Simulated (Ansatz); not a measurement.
in.yaml

```yaml
crystal:
  periodic: [false, false, false]
  atoms:
    - {symbol: Se, position_ang: [0.000000, 0.000000, 0.000000]}
    - {symbol: H, position_ang: [0.000000, 0.000000, 1.621000]}
basis:
  gaussian: {orbitals: aug-cc-pVDZ}
total_charge: 1
correlation: {method: fic_mrcisd_q, electrons: outside_noble_gas, active_space: {window: {electrons: 2, orbitals: 2}}}
```

```sh
$ ansatz run in.yaml --threads 1 --pin off --events-out ev --progress --plain --max-ram 2393MiB
```

The program prints:

```
494 factors; integrals over basis functions are off by at most 9.3e-4 eV
mean field evaluation 1: about -65306.4145 eV, gradient 7.0e0 eV
mean field evaluation 2: about -65306.4184 eV, gradient 7.0e0 eV
mean field evaluation 4: about -65306.5775 eV, gradient 4.8e-1 eV
mean field evaluation 8: about -65306.5793 eV, gradient 1.3e-4 eV
mean field evaluation 16: about -65306.5793 eV, gradient 1.4e-3 eV
mean field -65306.57926780 eV, -2399.9725217025 hartree, gradient 1.1e-6 eV, S^2 0.000000; 2 other end points of the search recorded, 0 dependent functions left out; unrestricted orbitals would lower it
reference -65306.57926780 eV, -2399.9725217025 hartree; 17, 17 occupied and 28, 28 virtual orbitals, 494 factors
state -65307.27287406 eV, -2399.9980112624 hartree
contracted CI cycle   1: correlation 0.00000000 eV, 0.0000000000 hartree, residual 1.23e1 eV
contracted CI cycle   2: correlation -2.80795715 eV, -0.1031905219 hartree, residual 2.09e0 eV
contracted CI cycle   3: correlation -2.90593645 eV, -0.1067911947 hartree, residual 5.26e-1 eV
contracted CI cycle   4: correlation -2.91240895 eV, -0.1070290549 hartree, residual 1.37e-1 eV
contracted CI cycle   5: correlation -2.91272693 eV, -0.1070407403 hartree, residual 3.42e-2 eV
contracted CI cycle   6: correlation -2.91274855 eV, -0.1070415350 hartree, residual 7.90e-3 eV
contracted CI cycle   7: correlation -2.91274967 eV, -0.1070415762 hartree, residual 1.63e-3 eV
contracted CI cycle   8: correlation -2.91274973 eV, -0.1070415782 hartree, residual 3.31e-4 eV
contracted CI cycle   1: correlation 0.00000000 eV, 0.0000000000 hartree, residual 1.23e1 eV
contracted CI cycle   2: correlation -2.80795715 eV, -0.1031905219 hartree, residual 2.09e0 eV
contracted CI cycle   3: correlation -2.90593645 eV, -0.1067911947 hartree, residual 5.26e-1 eV
contracted CI cycle   4: correlation -2.91240895 eV, -0.1070290549 hartree, residual 1.37e-1 eV
contracted CI cycle   5: correlation -2.91272693 eV, -0.1070407403 hartree, residual 3.42e-2 eV
contracted CI cycle   6: correlation -2.91274855 eV, -0.1070415350 hartree, residual 7.90e-3 eV
contracted CI cycle   7: correlation -2.91274967 eV, -0.1070415762 hartree, residual 1.63e-3 eV
contracted CI cycle   8: correlation -2.91274973 eV, -0.1070415782 hartree, residual 3.31e-4 eV
state -65307.27287406 eV, -2399.9980112624 hartree; corrected -65310.38034190 eV, -2400.1122085992 hartree
Total energy: -65310.38034190 eV, -2400.1122085992 hartree
```

For the same geometry and basis full CI lies 33.3 meV higher.

Ran on 1 thread of Arm Neoverse V1, shared host: 1 s wall, 0.09 GiB peak host memory.
